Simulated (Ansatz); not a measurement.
For 2H MoTe2, PBE-D4 (plane waves, PAW; Ansatz, an electronic-structure program) gives:

| Item | Result |
|---|---|
| lattice parameter a | 3.501 Å |
| lattice parameter c | 13.730 Å |

Question: What does r²SCAN-D4 (Ansatz, PAW) give for the same quantities?

Answer: 
- lattice constant a: 3.546 Å (goes up by 1.3 %)
- lattice parameter c: 14.252 Å (grows by 3.8 %)

For comparison: lattice constant a 3.518 Å (measured, 300 K, not corrected to a static lattice; as tabulated in arXiv:1605.07067); lattice parameter c 13.974 Å (measured, 300 K, not corrected to a static lattice; as tabulated in arXiv:1605.07067).

Changes are worked out from the printed values.

Unless a cell is named, each level is at its own relaxed cell (PBE-D4 24.29, r²SCAN-D4 25.87 Å³/atom).

Ansatz's density-functional and Hartree–Fock values are scalar-relativistic unless marked +SOC, with PAW data made under PBE.
